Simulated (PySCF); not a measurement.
# Adding and removing an electron: O₂

PBE; PySCF, no relativity, basis sets O def2-TZVPPD. Neutral (UKS): triplet (π ↑↑), Re = 1.218 Å, ωe = 1555 cm⁻¹, De = 6.22 eV, HOMO -6.91 eV, LUMO -4.60 eV.

O₂⁺ (UKS): doublet (π ↑), Re = 1.122 Å, ωe = 1931 cm⁻¹, De = 8.04 eV to O⁺ + O. The energies at the minima are -150.25016 hartree for O2 and -149.80068 for O₂⁺.

(1) Work out the adiabatic ionisation energy, without and with harmonic zero-point energies (1 hartree = 27.2114 eV, 1 eV = 8065.5 cm⁻¹), and the change of the bond length.

States were picked by a PBE0 search and need not be the measured ground states.

Answers

(1) At PBE: 0.44948 hartree = 12.231 eV between the minima; the zero-point term (1931.0 − 1555.0)/2 cm⁻¹ = +0.023 eV makes it 12.254 eV. Re changes by -9.6 pm against the neutral. The electron leaves a π orbital, and the shorter bond of the ion fits an antibonding orbital, or a change in how ionic the bond is.
